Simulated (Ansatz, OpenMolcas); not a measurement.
## Worked example: vertical energy of the quartet above the doublet of NH+ (SMILES [NH+])

The species is NH+ (2 atoms), meant as a doublet with charge +1. SMILES: `[NH+]`. The shape is that of a GFN2-xTB optimisation.

```xyz
2

N     0.0000    0.0000    0.0000
H     0.0000    0.0000    1.0926
```

Both states at this one shape; open shells run unrestricted unless said. 1 Eh = 27.2114 eV.

```tsv
level	program	doublet NH+ (Eh)	quartet NH+ (Eh)
UPBE/3-21G	Ansatz	-54.351657	-54.353166
UM06-2X/6-311G	OpenMolcas	-54.698358	-54.703251
UHSE06/3-21G	Ansatz	-54.357614	-54.364195
UCAM-B3LYP/6-311G**	Ansatz	-54.712732	-54.706428
```

Work out the vertical gap, second state less first, at each level.


1. UPBE/3-21G: -54.353166 − (-54.351657) = -0.001509 Eh = -0.04 eV.
2. UM06-2X/6-311G: -54.703251 − (-54.698358) = -0.004893 Eh = -0.13 eV.
3. UHSE06/3-21G: -54.364195 − (-54.357614) = -0.006581 Eh = -0.18 eV.
4. UCAM-B3LYP/6-311G**: -54.706428 − (-54.712732) = 0.006304 Eh = 0.17 eV.

No measured value is set beside it here; the levels span -0.18 to 0.17 eV. The reference of the first state is spin-contaminated at UPBE/3-21G (⟨S²⟩ = 1.10). The reference of the first state is spin-contaminated at UHSE06/3-21G (⟨S²⟩ = 1.12). The reference of the first state is spin-contaminated at UCAM-B3LYP/6-311G** (⟨S²⟩ = 1.03).
